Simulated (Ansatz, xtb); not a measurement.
C3H7O−: where a starting geometry ends

The starting geometry of this gas-phase singlet was built from a drawn formula by distance geometry and a force field; its bonds are those of `[CH2-]CCO`.

```yaml
atoms:
  - { symbol: C, position_ang: [-0.9116, 1.6103, -0.8620] }
  - { symbol: C, position_ang: [-0.6725, 0.1723, -0.9486] }
  - { symbol: C, position_ang: [-1.9188, -0.6816, -0.6842] }
  - { symbol: O, position_ang: [-2.4371, -0.4896, 0.6652] }
  - { symbol: H, position_ang: [-0.2111, 2.3285, -1.3604] }
  - { symbol: H, position_ang: [-1.7042, 2.0209, -0.2876] }
  - { symbol: H, position_ang: [-0.2231, -0.1188, -1.8975] }
  - { symbol: H, position_ang: [0.0458, -0.0352, -0.1532] }
  - { symbol: H, position_ang: [-2.7320, -0.3564, -1.3928] }
  - { symbol: H, position_ang: [-1.7416, -1.7371, -0.8490] }
  - { symbol: H, position_ang: [-1.7142, -0.6262, 1.2648] }
```

Problem. Where would you expect an optimisation with r2SCAN-D4/def2-SVPD to take it?

Solution. It rearranges to `CCC[O-]`. Contacts that open: O4–H11 (0.95 → 2.56 Å). Contacts that close: C1–H11 (3.19 → 1.10 Å).

The energy falls by 2.38 eV over 28 steps:

```
step  E − E(last) (eV)
   1             2.380
   4             1.776
   7             1.741
  10             1.634
  13             1.412
  16             1.200
  19             0.792
  22             0.136
  25             0.002
  28             0.000
```

Final geometry (Å):

```xyz
11

C    -1.0665    1.4366   -0.3318
C    -0.6987    0.0067   -0.7099
C    -1.9596   -0.9107   -0.7433
O    -2.6379   -0.9525    0.3970
H    -1.7072    1.8878   -1.1110
H    -0.1872    2.0902   -0.1903
H    -0.1798   -0.0224   -1.6925
H    -0.0047   -0.4066    0.0470
H    -2.5582   -0.5248   -1.6501
H    -1.5680   -1.9210   -1.1206
H    -1.6526    1.4039    0.6003
```

From the same start GFN2-xTB reaches the same bonding as this run.

The end wasn't checked by frequencies. Run with Ansatz 0.2.0, 64 s on 2 threads of Intel(R) Xeon(R) Processor @ 2.70GHz, with other jobs on the host.
